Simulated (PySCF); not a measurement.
Löwdin shares of the frontier orbitals

C3H2Cl (charge +1).
SMILES with atom numbers: `[Cl:1][c:2]1[cH:3][cH+:4]1` (hydrogens: H5 on C3; H6 on C4)

Geometry (GFN2-xTB, Å), atoms numbered from 1 in this order:
```
atom  x, y, z in Å
Cl1    2.291   -0.358   -0.177
C2     0.719   -0.112    0.030
C3    -0.436    0.665   -0.153
C4    -0.530   -0.513    0.530
H5    -0.909    1.545   -0.542
H6    -1.132   -1.224    1.062
```

Theory: TDDFT B3LYP/def2-SVPD, vertical, gas phase, core orbitals frozen in the response (PySCF).

Kohn–Sham orbitals with the atoms that hold most of them (Löwdin shares over 4%, at most four atoms; ? is withheld):

```csv
orbital,ε (eV),atoms
LUMO+2,-5.05,"Cl1 54%, C2 24%, C4 10%, C3 10%"
LUMO+1,-7.88,"C3 42%, C4 41%, C2 8%, H5 5%"
LUMO,?,?
HOMO,-14.80,?
HOMO-1,-15.58,"Cl1 60%, C2 15%, C4 12%, C3 12%"
HOMO-2,-17.63,"C4 34%, C3 34%, Cl1 14%, C2 12%"
HOMO-3,-18.21,"C2 36%, Cl1 23%, C3 16%, C4 16%"
```

Q: Give the leading atoms of the HOMO.

A: Cl1 (bonded to C) 65%; C2 (bonded to 2 C and Cl) 15%; C4 (bonded to 2 C and H) 8%; C3 (bonded to 2 C and H) 8%. By element: chlorine 65%, carbon 31%.

Q: Give the leading atoms of the LUMO.

A: C2 (bonded to 2 C and Cl) 44%; Cl1 (bonded to C) 21%; C4 (bonded to 2 C and H) 16%; C3 (bonded to 2 C and H) 15%. By element: carbon 75%, chlorine 21%.

Q: What is the LUMO energy, and the HOMO–LUMO gap?

A: ε(LUMO) = -7.92 eV; the gap is 6.88 eV (0.2528 hartree).

Q: How does S1 compare with the orbital gap of 6.88 eV?

A: S1 is at 5.31 eV (f = 0.0000), 1.57 eV below the gap, made of HOMO→LUMO (99%). 

Q: Give energy, strength and leading configuration of S1, S2, S3, S4, S5 and S6, and follow the Löwdin shares of the leading atoms from the occupied to the empty orbital.

A: 
- S1 (5.31 eV, f 0.0000), HOMO→LUMO (99%): Cl1 65% → 21%, C2 15% → 44%
- S2 (5.71 eV, f 0.0000), HOMO→LUMO+1 (98%): Cl1 65% → at most 5%, C2 15% → 8%, C3 8% → 42%, C4 8% → 41%
- S3 (7.03 eV, f 0.026), HOMO-1→LUMO+1 (96%): Cl1 60% → at most 5%, C2 15% → 8%, C3 12% → 42%, C4 12% → 41%
- S4 (7.18 eV, f 0.246), HOMO-1→LUMO (93%): Cl1 60% → 21%, C2 15% → 44%
- S5 (7.81 eV, f 0.0000), HOMO-2→LUMO+1 (97%): C4 34% → 41%, C3 34% → 42%
- S6 (8.10 eV, f 0.0000), HOMO-2→LUMO (99%): C4 34% → 16%, C3 34% → 15%, C2 12% → 44%, Cl1 14% → 21%

Löwdin shares depend on the basis, the more so with diffuse functions.
